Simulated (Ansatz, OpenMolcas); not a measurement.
**Heat of formation of C2H2O (SMILES C1=CO1) from total energies**

The species is C2H2O (5 atoms), meant as a singlet with charge 0. As SMILES, `C1=CO1`. The coordinates come from a PBE0-D4/def2-TZVP relaxation.

Total energies at M06-L/aug-cc-pVDZ (OpenMolcas 26.06); the atoms run unrestricted:

```
species    state  energy (Eh)
  C2H2O  singlet  -152.475240
      C  triplet   -37.842899
      O  triplet   -75.068613
      H  doublet    -0.501696
```

Harmonic wavenumbers at PBE0-D4/def2-TZVP, in cm⁻¹: 189, 552, 637, 912, 973, 1102, 1850, 3340, 3414.

Measured heats of formation of the gaseous atoms at 298.15 K, in kJ/mol: C 716.9, O 249.2, H 218.0. Spin-orbit lowering of the atoms at 298 K (mean of the ground term's levels less their thermal mean, from spectra), in kJ/mol: C 0.02, O 0.40. Take 1 Eh = 2625.50 kJ/mol, 1 cm⁻¹ = 0.0119627 kJ/mol, RT = 2.479 kJ/mol.

Problem. What heat of formation follows?

Solution. 
1. Electronic atomisation energy: 2 × (-37.842899) + (-75.068613) + 2 × (-0.501696) − (-152.475240) = 0.717437 Eh = 1883.6 kJ/mol.
2. Zero-point energy: half the sum of the wavenumbers, 6484.5 cm⁻¹ = 77.6 kJ/mol.
3. Thermal vibrational enthalpy, Σ hcν̃/(exp(hcν̃/kT) − 1): 2.7 kJ/mol. Translation, rotation and pV of a non-linear molecule: 4 RT = 9.9 kJ/mol.
4. The 5 free atoms carry 5/2 RT each: 31.0 kJ/mol.
5. Spin-orbit coupling lowers the free atoms by 2 × 0.02 + 0.40 = 0.4 kJ/mol.
6. Atomisation enthalpy at 298 K: 1883.6 − 0.4 − 77.6 − 2.7 − 9.9 + 31.0 = 1824.0 kJ/mol.
7. Sum of the atoms' heats of formation: 2119.0 kJ/mol. Heat of formation: 2119.0 − 1824.0 = +295.0 kJ/mol.

The tabulated value is +275.9 kJ/mol (Active Thermochemical Tables), so this level is off by +19.1 kJ/mol, or 1.0 % of the atomisation enthalpy. Anharmonicity and any spin-orbit splitting of the molecule are left out.
